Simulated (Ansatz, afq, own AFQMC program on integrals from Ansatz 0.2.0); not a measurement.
Atomization energy of SbH3, singlet, worked out

```yaml
atoms:
  - { symbol: Sb, position_ang: [0.4600, -0.3123, -0.4683] }
  - { symbol: H, position_ang: [0.8456, 0.0730, 1.1582] }
  - { symbol: H, position_ang: [-1.0431, -0.9868, 0.0097] }
  - { symbol: H, position_ang: [-0.2626, 1.2262, -0.6996] }
```

Basis def2-TZVP with its core potentials. Noble-gas cores (and the filled d shells of Ga–Kr and In–Xe) are frozen. Ansatz 0.2.0 and our own AFQMC program on the same integrals; the CISD trial comes from CCSD amplitudes, and released means the phaseless constraint is let go. Uncertainties: one standard error, sampling alone. No spin–orbit coupling.

Total energies in eV. CBS is CCSD(T) at the limit of def2-TZVPP/QZVPP (extrapolated itself); the highest rung of each member is named.

Cautions: inner d shell frozen; no spin-orbit coupling.

| member | count | CCSD(T)/def2-TZVP | highest rung in def2-TZVP | which | CCSD(T)/CBS |
| --- | --- | --- | --- | --- | --- |
| Sb (quartet) | +1 | -6513.1184 | -6513.1352 | FCI | -6513.3644 |
| H (doublet) | +3 | -13.6005 | -13.6005 | FCI | -13.6059 |
| SbH₃, singlet | -1 | -6561.8602 | -6561.8861 | CCSDT(Q) | -6562.6402 |

Task: Work out the best estimate of the atomization energy: the CCSD(T)/CBS difference plus the step from CCSD(T) to the highest rung.

Result: Sums with the counts: CCSD(T)/CBS 8.4581 eV, highest rung 7.9494 eV, CCSD(T)/def2-TZVP 7.9403 eV. The step is 7.9494 − 7.9403 = 0.0091 eV, so the best estimate is 8.4581 + (0.0091) = 8.4672 eV. The basis set is worth 0.518 eV of it. Zero-point, core-correlation and spin–orbit terms aren't in it.

Best estimates are given only where the step beyond CCSD(T) is under 0.3 eV and no member's determinant is very poor (T1 over 0.05, or 0.07 for open shells, ⟨S²⟩ too high by 0.3, two states mixed), so the hardest cases are missing from such tables.

CCSDT and higher add their correlation energy to the determinant of the CCSD(T) run, since their own runs factorise the integrals more tightly (a shift of under 2 meV). Each member of a difference takes its own highest rung, so a best estimate needn't equal the limit plus the step of one row. The exponents were fitted on light atoms, and def2 sets of heavy atoms don't grow evenly, so the limit is rough here.
